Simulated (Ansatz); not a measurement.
# AlF₂ (doublet): the correlation ladder, def2-TZVPP

An exercise on one series of results from a longer session: the logs are not shown, and one member is left open.

Program: Ansatz 0.2.0, Gaussian basis. Level of theory: def2-TZVPP, core rule «outside noble gas», up to 7 orbitals frozen. These are calculated values, not measurements.

The runs, in order: UHF; ROHF; CCSD(T) on UHF.

## The system

The geometry is a PBE0/def2-TZVP stationary point (not a proven minimum) of the parent state, kept for this charge and spin.

3 atoms, charge 0, spin multiplicity 2.

Atoms are counted from 1 here; the program's logs count them from 0.

Bond lengths: Al1–F2 1.811 Å, Al1–F3 1.811 Å. Angles: F2–Al1–F3 65.9°.

The first run:

Contents of in.yaml:

```yaml
crystal:
  periodic: [false, false, false]
  atoms:
    - {symbol: Al, position_ang: [0.000000, -0.888930, -0.000475]}
    - {symbol: F, position_ang: [0.000000, 0.631755, -0.984846]}
    - {symbol: F, position_ang: [0.000000, 0.630704, 0.985520]}
basis:
  gaussian: {orbitals: def2-TZVPP}
magnetization: {spin_polarized: true, initial_magnetization: 1}
hamiltonian: {xc: hf}
output: {orbitals: {seedname: orbitals}}
```

On the command line:

```console
$ ansatz run in.yaml --threads 1 --pin off --events-out ev --progress --plain --max-ram 4096MiB --backend cpu
```

Among the steps run: UHF; ROHF; CCSD(T) on UHF.

One of the session's tables, all rows but one given; the rest of the session is left out.

It belongs to the step «Misses and costs». 

| method | from UCCSD(T) (kJ/mol) |
| --- | --- |
| ROHF | +1534.0 |
| UHF | ? |
| UMP2 | +39.6 |
| UCCSD | +48.1 |
| UCCSD(T) | 0 |

Q: Estimate the row for UHF from the others.

**Answer.** from UCCSD(T) (kJ/mol): +1532.5. In the column «from UCCSD(T) (kJ/mol)» it lies between UCCSD (+48.1) and ROHF (+1534.0).
